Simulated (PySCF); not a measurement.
**Ligand exchange through a proton shuttle**

Start structure (BNH$_{8}$O, closed shell), relaxed at PBE0-D4/def2-TZVP:

```
11
angstrom
B -1.1399 -0.8208 -0.5745
H -1.4421 0.2979 -0.9556
H -0.2259 -1.3067 -1.2057
H -2.0881 -1.5551 -0.4353
H 0.2554 0.0284 0.7907
O -0.5190 -0.6294 0.9102
H 1.0753 0.9416 -0.8091
N 1.4216 0.9438 0.1460
H -1.1826 -0.2315 1.4808
H 1.5429 1.9057 0.4367
H 2.3304 0.4968 0.1462
```

The step: BH₃ + H₂O + NH₃ → BH₃O ([BH2][OH]) + NH₃ + H₂; bonds formed: H2–H7, H5–N8; dative contacts that become bonds: B1–O6; bonds broken: B1–H2, H5–O6, H7–N8. Program: PySCF 2.14 with density fitting (its default auxiliary sets; JK sets also for MP2 and CCSD(T)). Basis: def2-TZVPP and def2-QZVPP. Cores are frozen in the correlated methods. Extrapolation: Hartree–Fock as exp(−7.88 √X), correlation as X^−2.97. Energies below are by CCSD(T) at an estimated basis limit (MP2 extrapolated from triple and quadruple zeta, plus CCSD(T) − MP2 in triple zeta).

What are the electronic barrier and the energy of the step, from the start structure to the end structure? (Judge from chemistry; the value comes from the calculation.)

Computed: Barrier 0.677 eV; step energy -0.161 eV (downhill); reverse barrier, their difference, 0.838 eV. Barrier and step energy count from the start structure, the reverse barrier from the end structure.

The saddle point: One imaginary mode of 679i cm⁻¹.
```csv
pair,start (Å),saddle (Å),end (Å)
B1–O6,1.62,1.46,1.35
H2–H7,2.60,1.04,0.75
H5–N8,1.62,1.03,1.01
B1–H2,1.22,1.35,3.06
H5–O6,1.02,1.90,2.34
H7–N8,1.02,1.28,2.56
```

Zero-point energy (harmonic, PBE0-D4): ZPE is 2.548 eV at the start and 2.442 eV at the saddle, so the barrier goes from 0.677 to 0.570 eV.

No T1 diagnostic of these runs exceeds 0.012.

The step is the kind of ligand exchange by which a precursor binds to a hydroxyl group, or is hydrolysed, in atomic layer deposition of oxides.

Labels in which every atom is bracketed show which atoms are joined, not bond orders.

For scale, one of the runs: CCSD(T)/def2-TZVPP, 205 basis functions, launched by `OMP_NUM_THREADS=4 python run.py`. Hardware: 4 CPU threads of an AMD EPYC 7B13, shared host. Wall time 3.5 min; peak host memory 2.7 GiB.
